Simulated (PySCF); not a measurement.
A survey of ¹⁷O NMR shifts

A single conformation, non-relativistic Hamiltonian, averaged over atoms made equivalent by symmetry, fast rotation or ring inversion, isolated molecule. σ from GIAO-PBE0/pcSseg-1; GFN2-xTB structure; PySCF 2.14.0 with density-fitted response routines.

Shieldings were converted by a linear fit to measured shifts: ¹⁷O (scatter 10.7 ppm rms, 12.2 ppm with the 3 outliers that the fit left out vs liquid water, solution or neat liquid). Occasional misses reach two or three times the rms, and more in compound classes unlike the fitted ones.

(1) Give the ¹⁷O shifts of `CCc1ccsc1C(=O)F`, `O=C(F)c1ccc(C(F)(F)F)cc1`, `O=[P@@](O)(CC(F)(F)F)C(F)(F)F`, `Cc1cc(C(=O)F)sc1C`, `C=CC(=O)C(=O)[SiH2][SiH2]P`.

(2) Order these by ¹⁷O shift, lowest first.
A. O=C(F)c1cccc(C(F)(F)F)c1
B. O=P
C. C=C[P@H](=O)CP
D. CC(C)(C=O)[SiH2][SiH3]

Results:

(1) 
```tsv
compound	environment	δ (ppm)
CCc1ccsc1C(=O)F	carbonyl oxygen	339.1
O=C(F)c1ccc(C(F)(F)F)cc1	carbonyl oxygen	357.7
[O:1]=[P@@:2]([OH:3])([CH2:4][C:5]([F:6])([F:7])[F:8])[C:9]([F:10])([F:11])[F:12]	O1: P=O oxygen	87.5
[O:1]=[P@@:2]([OH:3])([CH2:4][C:5]([F:6])([F:7])[F:8])[C:9]([F:10])([F:11])[F:12]	O3: oxygen bonded to P, H	57.7
Cc1cc(C(=O)F)sc1C	carbonyl oxygen	337.6
[CH2:1]=[CH:2][C:3](=[O:4])[C:5](=[O:6])[SiH2:7][SiH2:8][PH2:9]	O6: carbonyl oxygen	770.0
[CH2:1]=[CH:2][C:3](=[O:4])[C:5](=[O:6])[SiH2:7][SiH2:8][PH2:9]	O4: ketone oxygen	507.4
```

(2) C (14.5 ppm, P=O oxygen), A (355.6 ppm, carbonyl oxygen), D (569.6 ppm, aldehyde oxygen), B (971.6 ppm, P=O oxygen).
